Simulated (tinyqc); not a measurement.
Ways to converge the cycle: SCF convergence aids in the sto-3g basis, for BH3, spin multiplicity 1. Computed by the program tinyqc with PySCF. RHF with one setting changed at a time; a run stops when the energy changes by less than 1e-09 hartree and the error matrix is below 1e-5. The start is random orbitals. Damping d keeps d of the old density; a shift (hartree) raises the virtual levels; DIIS n extrapolates F over n matrices.

Geometry (angstrom):
```
atom        x        y       z
B      0.0000   0.0000  0.0070
H      1.3150   0.0000  0.0000
H     -0.6570   1.1390  0.0000
H     -0.6570  -1.1390  0.0000
```

lowest restricted solution found by these runs and by PySCF = -26.032081 hartree

Largest element of the error matrix X^T (FDS - SDF) X:
```
iteration    plain  damping 0.3  damping 0.6  shift 0.4   DIIS 3   DIIS 8
1          5.9e+00      5.9e+00      5.9e+00    5.9e+00  5.9e+00  5.9e+00
2          6.1e-01      1.6e+00      3.4e+00    6.0e-01  6.1e-01  6.1e-01
3          2.2e-01      5.8e-01      2.0e+00    3.0e-01  2.1e-01  2.1e-01
4          8.3e-02      2.1e-01      1.3e+00    2.7e-01  8.8e-02  8.8e-02
5          4.5e-02      8.5e-02      7.8e-01    2.1e-01  3.1e-02  3.0e-02
6          2.5e-02      5.7e-02      5.0e-01    1.6e-01  7.6e-03  5.9e-03
8          7.4e-03      2.6e-02      2.0e-01    8.4e-02  2.5e-04  1.1e-04
10         2.2e-03      1.2e-02      8.1e-02    4.3e-02  1.1e-05  2.2e-06
14         2.0e-04      2.6e-03      2.0e-02    1.1e-02        -        -
20         5.6e-06      2.7e-04      5.8e-03    1.6e-03        -        -
30               -            -      7.9e-04    5.7e-05        -        -
45               -            -      4.0e-05          -        -        -
```

How each run ends:
```
run          iterations  E (hartree)         state
plain                20    -26.03208  lowest found
damping 0.3          29    -26.03208  lowest found
damping 0.6          53    -26.03208  lowest found
shift 0.4            36    -26.03208  lowest found
DIIS 3               11    -26.03208  lowest found
DIIS 8               10    -26.03208  lowest found
```

What does the comparison show, and why?

6 of 6 runs reach the lowest restricted solution found, in 10 to 53 iterations (fastest: DIIS 8). Plain steps already contract here, so damping only slows them. DIIS 3 and DIIS 8 gain by cancelling the error over several earlier matrices, much as a quasi-Newton step does.
